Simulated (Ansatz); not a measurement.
`C/C=C/CF` + H₂ → `C=CC` + `CF` at 600 K and 1 bar (hydrogenolysis of a C–C bond).

Gas-phase electronic energies from Ansatz, PBE0-D4/def2-TZVP geometries. CBS: MP2 limit from def2 TZ/QZ plus the TZ coupled-cluster correction, frozen cores. This one scheme is used for every species. One conformer a species, not always the lowest.

```
   species  CCSD(T)/CBS energy (Eh)  H − E (kJ/mol)  S (J/(mol·K))
`C/C=C/CF`               -256.18910           321.6          402.0
        H₂                 -1.17544            43.9          150.8
    `C=CC`               -117.74610           248.6          323.1
      `CF`               -139.63461           127.6          254.6
```

H − E and S are ideal-gas, rigid-rotor, harmonic terms from PBE0-D4/def2-TZVP, for one conformer and one mirror image of each species. The MP2-based limit puts H₂ 0.8 mEh under its directly extrapolated value; such offsets cancel only in part. 1 Eh = 2625.50 kJ/mol, R = 8.31446 J/(mol·K).

Task: By hand: ΔE, ΔH, ΔS and ΔG.

Result: ΔE = (-117.74610) + (-139.63461) − (-256.18910) − (-1.17544) = -0.01617 Eh = -42.5 kJ/mol. Δ(H − E) = 248.6 + 127.6 − 321.6 − 43.9 = 10.7, so ΔH = -31.8 kJ/mol. ΔS = 323.1 + 254.6 − 402.0 − 150.8 = 24.9 J/(mol·K). ΔG = -31.8 − 600 × (24.9)/1000 = -46.7 kJ/mol.

Task: By hand: the equilibrium constant, and the temperature at which ΔG would vanish if ΔH and ΔS stayed fixed.

Result: log₁₀ K = −ΔG/(RT ln 10) = 4.1. ΔH and −TΔS have one sign here, so there is no such temperature.

TΔS isn't small against ΔH here. A doubt of 5 kJ/mol in ΔE shifts log₁₀ K by 0.4 here. Other conformers and mirror images would add mixing entropy, several J/(mol·K) or more a flexible species. These are equilibria of isolated gas molecules and say nothing of rates. Largest T1 diagnostic: 0.010 (customary marks: 0.02 for closed shells, 0.045 for open ones).
